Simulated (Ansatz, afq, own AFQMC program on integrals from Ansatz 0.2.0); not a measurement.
Two steps: Ansatz 0.2.0 writes the Fock matrix and Cholesky factors of the valence space, and afq projects on them the lowest state that overlaps trial and start.

```yaml
crystal:
  periodic: [false, false, false]
  atoms:
    - {symbol: B, position_ang: [0.000000, 0.000000, 0.000000]}
    - {symbol: N, position_ang: [0.000000, 0.000000, 1.315453]}
basis:
  gaussian: {orbitals: cc-pVDZ}
total_charge: 1
magnetization: {spin_polarized: true, initial_magnetization: 1}
correlation: {method: ccsd_t, electrons: outside_noble_gas, hamiltonian_folder: ham}
```

```sh
$ ansatz run in.yaml --threads 1 --pin off --events-out ev --progress --plain --max-ram 16896MiB --backend cuda --devices 0, --max-vram 18GiB
```

afq runs on the folder ham with

```
--method phaseless --trial mp1 --walkers 20 --populations 1 --least-time 40 --time-step 0.02 --steps-per-block 10 --equilibration-blocks 50 --max-blocks 100 --target-error 0.00064 --factor-cut 1e-05 --start spin_pure --seed 3964 --taylor-order 6
```

Times are imaginary, in 1/Eh. The walk had a cap of 60 s.

```
orbitals 26  electrons 4 3  factors 185 of 269
reference energy -78.53133280 Eh
CCSD correlation -0.22592075 Eh in 20 cycles, weight of the determinant in the CISD state 0.7606
energy of the start -78.737782 Eh
 block  time / (1/Eh)  mean weight  energy / Eh
     1     0.200  1.0022  -78.737572
     2     0.400  0.9986  -78.738650
     3     0.600  1.0034  -78.751689
     4     0.800  1.0027  -78.748626
     5     1.000  1.0046  -78.745168
     7     1.400  1.0101  -78.748959
     9     1.800  0.9846  -78.747821
    13     2.600  1.0000  -78.752041
    19     3.800  0.9951  -78.781181
    25     5.000  1.0023  -78.760505
    31     6.200  0.9805  -78.802825
    37     7.400  1.0047  -78.764945
    43     8.600  1.0073  -78.783471
    49     9.800  0.9933  -78.778389
    55    11.000  0.9906  -78.780583
    61    12.200  0.9971  -78.761828
    67    13.400  0.9930  -78.783375
    73    14.600  1.0001  -78.767571
    76    15.200  1.0017  -78.523193
    79    15.800  0.9898  -78.770170
    85    17.000  1.0022  -78.830293
    91    18.200  1.0039  -78.772114
    97    19.400  1.0112  -78.772271
   103    20.600  0.9467  -78.778116
   109    21.800  1.0091  -78.796592
   112    22.400  1.0204  -78.839962
   115    23.000  0.9896  -78.802361
   121    24.200  1.0072  -78.790363
   127    25.400  0.9988  -78.791148
   133    26.600  0.9865  -78.779927
   139    27.800  1.0094  -78.752698
   145    29.000  1.0064  -78.782782
   148    29.600  0.9985  -78.774737
blocks merged  error / Eh  count
     1  0.003466  100
     2  0.003936  50
     4  0.004738  25
     8  0.005639  12
energy -78.780681 +/- 0.004738 Eh
(rows thinned)
```

Task: Estimate how long the walk took on 1 × NVIDIA H100 80GB HBM3 with 2 threads of AMD EPYC 7R13 Processor (Zen 3), on a shared host (the card was shared).

Result: 7.1 s of wall time.

The run failed at least one of its tests; the cautions name the faults. The second half of the sampling lies below the first by 2.1 errors of their difference, so the energy may still be moving and its error bar be too small.

Against this walk (error 128.9 meV) on the same determinant: CCSD(T) 75.9 meV higher (within the noise), CCSDT(Q) 55.1 meV lower (within the noise), CCSDTQ 9.8 meV higher (within the noise), full CI (a separate run on its own orbitals, whose frozen core shifts it by up to a few meV) 13.9 meV higher (within the noise), a separate phaseless walk with a CISD trial and standard settings 198.9 ± 129.1 meV higher (within the noise). The error is statistical and leaves out the bias of the constraint. The determinant is a poor start (see the cautions), so the low cluster orders aren't to be relied on, and full CI is the sure value.

Cautions: constraint bias not in the error; error not settled; error above the target (128.9 against 17.4 meV); an unrestricted solution with more broken spin lies lower (2.65 eV, ⟨S²⟩ 1.76); strong correlation (T1 0.102, weight of the determinant 0.76, largest double 0.20); (T) is large, 9 % of the CCSD correlation; (Q) is large, 104 meV, so the cluster series hasn't closed; unrestricted determinant slightly spin contaminated (⟨S²⟩ 0.80 against 0.75); full CI with its own frozen core; a state of higher spin lies lower (by 295 meV); the sampling time fell short of the least asked; so few walkers bias the energy; the time-step error isn't removed.

CCSDT and higher add their correlation energy to the determinant of the CCSD(T) run, since their own runs factorise the integrals more tightly (a shift of under 2 meV).
